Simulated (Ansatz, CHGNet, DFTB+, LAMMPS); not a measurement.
Ladder of methods for the lattice parameter a of hcp Os

Reference value: 2.734 Å (measured, 293 K, no zero-point or thermal correction, our sources range from 2.734 to 2.740; as tabulated in Wikipedia's data pages).

```
level (code)                    value (Å)  difference (%)
------------------------------  ---------  --------------
Lennard-Jones uff-vdw (LAMMPS)      3.032           +10.9
GFN1-xTB as cut by DFTB+            2.751           +0.62
CHGNet 0.3.0                        2.772           +1.39
LDA (Ansatz)                        2.716           -0.66
PBE (Ansatz)                        2.754           +0.73
PBE-D3(BJ) (Ansatz)                 2.737           +0.11
r²SCAN (Ansatz)                     2.738           +0.15
HSE06 (Ansatz)                      2.721           -0.48
Hartree–Fock (Ansatz)               2.722           -0.44
```

Leaving aside Lennard-Jones uff-vdw (doubt noted below): The reference is not for a static lattice or low temperature, so close values are not ranked against it. Off by more than 1.25 %, or 1.75 % on the side where a correction would as a rule narrow the miss (bounds picked here): CHGNet 0.3.0 (+1.39 %).

The measured value isn't corrected to a static lattice, so vibrations enter the comparison.  Density-functional levels without +SOC have no spin–orbit coupling. Lennard-Jones uff-vdw: the cell moved over 20 % in volume from its start. Lennard-Jones uff-vdw: this is a force field's van der Waals term alone, without bonds or charges. GFN1-xTB as cut by DFTB+: the method was fitted mainly to molecules. GFN1-xTB as cut by DFTB+: codes differ in how they cut the long-range tail of xTB's charge interaction in a crystal, so the value belongs to this code. Cutoffs and k meshes differ between the levels. Ansatz's density-functional and Hartree–Fock values are scalar-relativistic unless marked +SOC, with PAW data made under PBE.

Machine-learned potentials (CHGNet 0.3.0) are trained on DFT data: a solid inside that data is no test of them.

Differences are worked out from the printed values.

Ansatz is an electronic-structure program.
